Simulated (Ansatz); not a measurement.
**CH6OSi: a dynamics run in two tries**

Wanted: a short trajectory, and a check that the input is sound. SMILES of the start: CO[SiH3].

Program: Ansatz 0.2.0. Level of theory: RKS CAM-B3LYP-D4/6-31G. These are calculated values, not measurements.

## Step 1: The system as given

Bond lengths: Si1–O2 1.753 Å, O2–C3 1.444 Å, C3–H4 1.084 Å, C3–H5 1.090 Å, C3–H6 1.107 Å, Si1–H7 1.521 Å, Si1–H8 1.533 Å, Si1–H9 1.548 Å. Angles: Si1–O2–C3 125.0°, O2–Si1–H7 104.3°, O2–Si1–H8 112.6°, O2–Si1–H9 112.0°, H7–Si1–H8 112.6°, H7–Si1–H9 110.8°, H8–Si1–H9 104.7°, O2–C3–H4 110.2°, O2–C3–H5 106.0°, O2–C3–H6 113.5°, H4–C3–H5 110.0°, H4–C3–H6 107.8°, H5–C3–H6 109.3°.

Coordinates:

```xyz
9

Si    0.0057   -0.0041   -0.0433
O     0.0420   -0.3012    1.6835
C    -1.1198   -0.3633    2.5385
H    -1.8797   -0.9939    2.0917
H    -0.7787   -0.7982    3.4785
H    -1.5748    0.6261    2.7371
H     1.4677    0.1714   -0.4261
H    -0.8504    1.2121   -0.4135
H    -0.6274   -1.1826   -0.8217
```

## Step 2: First attempt

input.yaml reads:

```yaml
crystal:
  periodic: [false, false, false]
  atoms:
    - { symbol: Si, position_ang: [0.005652, -0.004075, -0.04331] }
    - { symbol: O, position_ang: [0.042001, -0.301202, 1.683452] }
    - { symbol: C, position_ang: [-1.119835, -0.363306, 2.538483] }
    - { symbol: H, position_ang: [-1.879722, -0.993938, 2.091706] }
    - { symbol: H, position_ang: [-0.778713, -0.798204, 3.478506] }
    - { symbol: H, position_ang: [-1.574758, 0.626144, 2.737079] }
    - { symbol: H, position_ang: [1.467684, 0.171379, -0.426096] }
    - { symbol: H, position_ang: [-0.850353, 1.21213, -0.413468] }
    - { symbol: H, position_ang: [-0.627439, -1.182632, -0.821664] }
basis:
  gaussian: { orbitals: "6-31G" }
hamiltonian:
  xc: cam_b3lyp
  dispersion: d4
md:
  timestep: 0.5
  n_steps: 25
  ensemble: npt_langevin
  temperature: 1500.0
  initial_velocities: maxwell_boltzmann
  seed: 676412
  masses: [{ species: H, mass: 10.0 }]
  pressure: 1.0
```

On the command line:

```sh
$ ansatz run input.yaml --threads 1 --pin off --max-ram 2048MiB --backend cpu --events-out ev --progress --plain --runs-dir out
```

Before running it: what results should come out? Wanted: first try.

**Answer**, as computed:

```
 quantity                                                                    value
first try                                                                  refused
    cause  a barostat needs a periodic cell, and a molecule in free space has none
```

What this shows: The fault in the first input was caught at the input check and cost nothing.
